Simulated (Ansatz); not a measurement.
# H₂F (doublet): wave-function methods side by side at distance H1–H2 along a hydrogen transfer = 0.955 Å, cc-pVDZ

How much of the correlation energy of H₂F (doublet) does each wave-function method recover here?

The runs use Ansatz 0.2.0, Gaussian basis; cc-pVDZ, core rule «outside noble gas», up to 1 orbitals frozen.

The runs, in order: UHF; CCSD(T) on ROHF; CCSD(T) on UHF; BCCD(T) on ROHF; CISD; CCSDT(Q) on ROHF; CCSDT(Q) on UHF; CCSDTQ on ROHF; CCSDTQ on UHF; CASSCF and MRCISD+Q, 3 electrons in 3 orbitals; CASSCF and NEVPT2, 3 electrons in 3 orbitals; CASSCF and MRCISD+Q, 9 electrons in 6 orbitals; CASSCF and NEVPT4(SD), 9 electrons in 6 orbitals; CASSCF and NEVPT2, 9 electrons in 6 orbitals; Full CI.

## 1. What is computed

The geometry derives from fragments relaxed apart (PBE0/def2-TZVP) and kept rigid, so it is no stationary point. A hydrogen atom is moved between rigid fragments.

3 atoms, charge 0, spin multiplicity 2.

Atoms are counted from 1 here; the program's logs count them from 0.

No contacts short enough for the rule that draws bonds.

Geometry (Å):

```
H     0.0000    0.0000   -1.0303
H     0.0000    0.0000   -0.0753
F     0.0000    0.0000    1.1057
```

## 2. UHF

The input, in.yaml:

```yaml
crystal:
  periodic: [false, false, false]
  atoms:
    - {symbol: H, position_ang: [0.000000, 0.000000, -1.030333]}
    - {symbol: H, position_ang: [0.000000, 0.000000, -0.075333]}
    - {symbol: F, position_ang: [0.000000, 0.000000, 1.105667]}
basis:
  gaussian: {orbitals: cc-pVDZ}
magnetization: {spin_polarized: true, initial_magnetization: 1}
hamiltonian: {xc: hf}
output: {orbitals: {seedname: orbitals}}
```

On the command line:

```bash
$ ansatz run in.yaml --threads 1 --pin off --events-out ev --progress --plain --max-ram 2816MiB --backend cpu
```

The runs that follow: CCSD(T) on ROHF; CCSD(T) on UHF; BCCD(T) on ROHF; CISD; CCSDT(Q) on ROHF; CCSDT(Q) on UHF; CCSDTQ on ROHF; CCSDTQ on UHF; CASSCF and MRCISD+Q, 3 electrons in 3 orbitals; CASSCF and NEVPT2, 3 electrons in 3 orbitals; CASSCF and MRCISD+Q, 9 electrons in 6 orbitals; CASSCF and NEVPT4(SD), 9 electrons in 6 orbitals; CASSCF and NEVPT2, 9 electrons in 6 orbitals; Full CI.

**Question.** What will the summary of the whole plan be? Wanted: FCI below the RHF energy; RMP2 from FCI; UMP2 from FCI; RCCSD from FCI; RCCSD(T) from FCI; UCCSD(T) from FCI; RCCSDT(Q) from FCI; UCCSDT(Q) from FCI; NEVPT2 pair from FCI.

The runs gave:

```
                         quantity                                                                                value
         FCI below the RHF energy                                                                           -6.4584 eV
                    RMP2 from FCI                                                                           +302.4 meV
                    UMP2 from FCI                                                                           +531.3 meV
                   RCCSD from FCI                                                                           +108.6 meV
                RCCSD(T) from FCI                                                                            +22.9 meV
                UCCSD(T) from FCI                                                                            +20.1 meV
               RCCSDT(Q) from FCI                                                                             -0.4 meV
               UCCSDT(Q) from FCI                                                                             -0.3 meV
             NEVPT2 pair from FCI                                                                           +274.7 meV
           MRCISD+Q pair from FCI                                                                            +52.9 meV
          NEVPT2 valence from FCI                                                                           +714.1 meV
levels within 1 kcal/mol (43 meV)  RCCSD(T), UCCSD(T), BCCD(T), RCCSDT, UCCSDT, RCCSDT(Q), UCCSDT(Q), RCCSDTQ, UCCSDTQ
                    T1 diagnostic                                                                                0.028
   effectively unpaired electrons                                                                                 1.02
```

In words: RCCSD(T) lands +22.9 meV from the yardstick (0.4 % of the correlation energy). One determinant dominates. Of the multireference levels listed MRCISD+Q valence comes nearest in total energy (+47.0 meV), which doesn't show that its space is the better one. These misses are within one basis, not against nature; the frozen cores of restricted and unrestricted runs differ, which can shift their rows.
